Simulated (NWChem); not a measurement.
# NOF (nitrosyl fluoride) at 3 levels

Aim: a comparison of 3 runs (B3LYP/6-31G*, M06-2X/def2-TZVPP, PBE0/def2-TZVPP) of NOF (nitrosyl fluoride). 

The results are computed with NWChem 7.3.0.

37 further runs of the same task are left out: 2 that didn't finish, 35 set aside as unsound or not needed. Runs told in other sessions of the task aren't counted.

## Step 1: Starting point

The species is NOF (3 atoms), meant as a singlet with charge 0. As SMILES, `O=NF`. The N2–F3 distance was set to 2.670 Å, away from the relaxed value. At this shape a bond of the SMILES string is far longer than usual.

Bond lengths: O1–N2 1.127 Å.

## Step 2: The energy at B3LYP/6-31G(d) (Cartesian functions) (run 1)

nw.xyz

```xyz
3
FNO B3LYP
O      1.801337    -0.334733     0.956393
N      1.081917    -1.060243     0.481563
F     -1.017290     0.239580    -0.534650
```

nw.nw

```
start nw
title "FNO B3LYP"
memory stack 880 mb heap 220 mb global 1100 mb
geometry units angstroms noautosym nocenter noautoz
 load format xyz nw.xyz
end
basis "ao basis"
 * library 6-31G*
end
dft
 xc b3lyp
 grid xfine
 convergence energy 1e-08
 iterations 100
 mulliken
end
task dft energy
```

Launch:

```bash
$ nwchem nw.nw > nw.out
```

What it wrote:

```text
[...]
          Wavefunction type:  closed shell.
          No. of atoms     :     3
          No. of electrons :    24
[...]
          Charge           :     0
          Spin multiplicity:     1
[...]
          AO basis - number of functions:    45
[...]
              XC Information
              --------------
                         B3LYP Method XC Potential
                     Hartree-Fock (Exact) Exchange  0.200
                        Slater Exchange Functional  0.800 local
                    Becke 1988 Exchange Functional  0.720 non-local
              Lee-Yang-Parr Correlation Functional  0.810
                  VWN I RPA Correlation Functional  0.190 local
[...]
 d= 0,ls=0.0,diis     1   -229.2908946850 -2.80D+02  3.94D-01  2.03D+00     0.4
[...]
 d= 0,ls=0.5,diis    70   -229.6001708908 -7.74D-09  3.51D-06  4.32D-08    19.7
         Total DFT energy =     -229.600170896880
      One electron energy =     -416.573957464437
           Coulomb energy =      162.083558273556
    Exchange-Corr. energy =      -25.657553433812
 Nuclear repulsion energy =       50.547781727813
[...]
      Total Density - Mulliken Population Analysis
     ---------------------------------------------
    Atom       Charge   Shell Charges
 -----------   ------   -------------------------------------------------------
    1 O    8     7.94   1.99  0.98  2.79  0.92  1.23  0.04
    2 N    7     6.66   1.99  0.96  2.05  0.91  0.71  0.04
    3 F    9     9.39   1.99  0.94  3.21  1.06  2.18  0.01
[...]
```

Run time: 21 s. Hardware: 1 thread of Intel Xeon 6975P-C (Granite Rapids), shared host; peak memory 0.12 GiB.

## Step 3: The energy at M06-2X/def2-TZVPP (run 2)

job.nw

```
start job
memory 2200 mb

geometry units angstrom noautosym nocenter noautoz
  O     1.801337   -0.334733    0.956393
  N     1.081917   -1.060243    0.481563
  F    -1.017290    0.239580   -0.534650
end

basis spherical bse
  * library def2-TZVPP
end

dft
  xc m06-2x
  grid fine
  convergence energy 1e-08
  iterations 100
  mulliken
  print medium
end

task dft energy
```

Launch:

```bash
$ nwchem job.nw > job.out
```

What it wrote:

```text
[...]
          Wavefunction type:  closed shell.
          No. of atoms     :     3
          No. of electrons :    24
[...]
          Charge           :     0
          Spin multiplicity:     1
[...]
          AO basis - number of functions:    93
[...]
              XC Information
              --------------
                       M06-2X Method XC Functional
                     Hartree-Fock (Exact) Exchange  0.540
                        M06-2X Exchange Functional  1.000
                      M06-2X Correlation Potential  1.000
[...]
 d= 0,ls=0.0,diis     1   -229.3479219145 -2.80D+02  3.37D-02  2.06D+00     0.7
[...]
 d= 0,ls=0.0,diis    18   -229.6121152359 -3.36D-10  5.71D-08  1.40D-11     9.9
         Total DFT energy =     -229.612115235879
      One electron energy =     -416.150799840944
           Coulomb energy =      161.504506644478
    Exchange-Corr. energy =      -25.513603767226
 Nuclear repulsion energy =       50.547781727813
[...]
      Total Density - Mulliken Population Analysis
     ---------------------------------------------
    Atom       Charge   Shell Charges
 -----------   ------   -------------------------------------------------------
    1 O    8     7.83   0.80  1.18  0.64  0.96  0.29  1.79  1.69  0.42  0.01  0.05  0.00
    2 N    7     6.60   0.82  1.15  0.69  0.91  0.30  1.24  1.09  0.28  0.02  0.07  0.01
    3 F    9     9.57   0.77  1.20  0.62  0.94  0.47  2.22  2.03  1.33  0.00  0.00  0.00
[...]
```

Wall time 11 s (1 thread of Intel Xeon 6975P-C (Granite Rapids), shared host); peak memory 0.12 GiB.

## Step 4: The energy at PBE0/def2-TZVPP (run 3)

fno.nw

```
start fno
title "FNO energy"
memory 2200 mb
geometry units angstrom noautosym nocenter noautoz
O     1.801337   -0.334733    0.956393
N     1.081917   -1.060243    0.481563
F    -1.017290    0.239580   -0.534650
end
basis spherical bse
* library def2-TZVPP
end
dft
xc pbe0
mult 1
grid fine
convergence energy 1e-08
maxiter 100
mulliken
print medium
end
task dft energy
```

Launch:

```bash
$ nwchem fno.nw > fno.out
```

What it wrote:

```text
[...]
          Wavefunction type:  closed shell.
          No. of atoms     :     3
          No. of electrons :    24
[...]
          Charge           :     0
          Spin multiplicity:     1
[...]
          AO basis - number of functions:    93
[...]
              XC Information
              --------------
                         PBE0 Method XC Functional
                     Hartree-Fock (Exact) Exchange  0.250
          PerdewBurkeErnzerhof Exchange Functional  0.750
            Perdew 1991 LDA Correlation Functional  1.000 local
           PerdewBurkeErnz. Correlation Functional  1.000 non-local
[...]
 d= 0,ls=0.0,diis     1   -229.1900687558 -2.80D+02  3.02D-01  2.17D+00     0.7
[...]
 d= 0,ls=0.5,diis    64   -229.4830958563 -7.33D-09  1.25D-06  2.28D-08    30.0
         Total DFT energy =     -229.483095861560
      One electron energy =     -416.365132842376
           Coulomb energy =      161.726322540489
    Exchange-Corr. energy =      -25.392067287486
 Nuclear repulsion energy =       50.547781727813
[...]
      Total Density - Mulliken Population Analysis
     ---------------------------------------------
    Atom       Charge   Shell Charges
 -----------   ------   -------------------------------------------------------
    1 O    8     7.87   0.79  1.18  0.63  1.00  0.27  1.81  1.70  0.43  0.01  0.05  0.00
    2 N    7     6.64   0.82  1.15  0.69  0.89  0.32  1.27  1.10  0.30  0.02  0.07  0.01
    3 F    9     9.49   0.77  1.20  0.63  0.96  0.44  2.23  2.00  1.26  0.00  0.00  0.00
[...]
```

Wall time 31 s (1 thread of Intel Xeon 6975P-C (Granite Rapids), shared host); peak memory 0.12 GiB.

## Step 5: All runs side by side

```tsv
run	level	Cartesian functions	integration grid	energy (Eh)	dipole moment (D)	HOMO energy (eV)	LUMO energy (eV)	wall time
1	B3LYP/6-31G* (Cartesian functions)	yes	xfine	-229.600171	5.42	-7.22	-5.28	21 s
2	M06-2X/def2-TZVPP	no	fine	-229.612115	7.73	-8.98	-4.78	11 s
3	PBE0/def2-TZVPP	no	fine	-229.483096	6.72	-8.06	-5.65	31 s
```

## Step 6: Outcome

| quantity | value |
| --- | --- |
| run 3: total energy | -229.48310 Eh |
| run 3: dipole moment | 6.72 D |
| run 3: HOMO energy | -8.06 eV |
| run 3: LUMO energy | -5.65 eV |
| run 3: HOMO–LUMO gap | 2.41 eV |

**Reading.** The dipole moment (its size) runs from 5.42 D (B3LYP/6-31G*) to 7.73 D (M06-2X/def2-TZVPP). The two ends differ in method and basis. The HOMO–LUMO gap runs from 1.94 eV (B3LYP/6-31G*) to 4.20 eV (M06-2X/def2-TZVPP). Totals of different functionals can't be ranked against each other. In all runs a closed-shell determinant meets a far-stretched bond; if it breaks into open shells, such a determinant describes it badly, and no broken-symmetry solution was shown. All runs together took 62 s, the longest 31 s.
